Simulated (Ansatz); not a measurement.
# AlH₄ (doublet): the correlation ladder at a displaced geometry (v2), 6-31G

Aim: climb from Hartree-Fock through coupled cluster for AlH₄ (doublet) at one geometry and basis, and see what each rung misses.

Computed with Ansatz 0.2.0, Gaussian basis. Level: 6-31G, core rule «outside noble gas», up to 5 orbitals frozen.

The runs, in order: UHF; CCSD(T) on ROHF; CCSD(T) on UHF; BCCD(T) on ROHF; CISD; CCSDT(Q) on ROHF; CCSDT(Q) on UHF; CISDTQ; CCSDTQ on ROHF; CCSDTQ on UHF; Full CI.

30 further runs of the same task are left out: 12 for a known fault of the program, 6 that didn't finish, 12 set aside as unsound or not needed.

**1. The system**

The geometry is a PBE0/def2-TZVP stationary point (not a proven minimum) with its atoms shifted at random (size 0.100 Å).

5 atoms, charge 0, spin multiplicity 2.

Atoms are counted from 1 here; the program's logs count them from 0.

Bond lengths: Al1–H4 1.524 Å, Al1–H5 1.638 Å, H2–H3 0.692 Å. Angles: H4–Al1–H5 123.6°.

**2. UHF**

Contents of in.yaml:

```yaml
crystal:
  periodic: [false, false, false]
  atoms:
    - {symbol: Al, position_ang: [-0.047956, 0.006434, -0.131318]}
    - {symbol: H, position_ang: [0.295759, 0.016463, 1.998816]}
    - {symbol: H, position_ang: [-0.393409, -0.026669, 1.961252]}
    - {symbol: H, position_ang: [0.740067, 1.310277, -0.165719]}
    - {symbol: H, position_ang: [0.641319, -1.472295, -0.279096]}
basis:
  gaussian: {orbitals: 6-31G}
magnetization: {spin_polarized: true, initial_magnetization: 1}
hamiltonian: {xc: hf}
output: {orbitals: {seedname: orbitals}}
```

The run is started by

```
> ansatz run in.yaml --threads 1 --pin off --events-out ev --progress --plain --max-ram 2393MiB
```

Further steps of the session: CCSD(T) on ROHF; CCSD(T) on UHF; BCCD(T) on ROHF; CISD; CCSDT(Q) on ROHF; CCSDT(Q) on UHF; CISDTQ; CCSDTQ on ROHF; CCSDTQ on UHF; Full CI.

Q: Predict the results of all the runs planned. Wanted: FCI below the RHF energy; RMP2 from FCI; UMP2 from FCI; RCCSD from FCI; RCCSD(T) from FCI; UCCSD(T) from FCI; RCCSDT(Q) from FCI; UCCSDT(Q) from FCI; T1 diagnostic.

The runs gave:

```
                         quantity                                                                                                      value
         FCI below the RHF energy                                                                                                 -1.9030 eV
                    RMP2 from FCI                                                                                            +13.54 kcal/mol
                    UMP2 from FCI                                                                                            +13.48 kcal/mol
                   RCCSD from FCI                                                                                             +0.60 kcal/mol
                RCCSD(T) from FCI                                                                                             +0.21 kcal/mol
                UCCSD(T) from FCI                                                                                             +0.20 kcal/mol
               RCCSDT(Q) from FCI                                                                                              0.00 kcal/mol
               UCCSDT(Q) from FCI                                                                                              0.00 kcal/mol
levels within 1 kcal/mol (43 meV)  RCCSD, UCCSD, RCCSD(T), UCCSD(T), BCCD(T), RCCSDT, UCCSDT, CISDTQ, RCCSDT(Q), UCCSDT(Q), RCCSDTQ, UCCSDTQ
                    T1 diagnostic                                                                                                      0.013
   effectively unpaired electrons                                                                                                       1.02
```

What this shows: RCCSD(T) lands +0.21 kcal/mol from the yardstick (0.5 % of the correlation energy). One determinant dominates. These misses are within one basis, not against nature; the frozen cores of restricted and unrestricted runs differ, which can shift their rows.
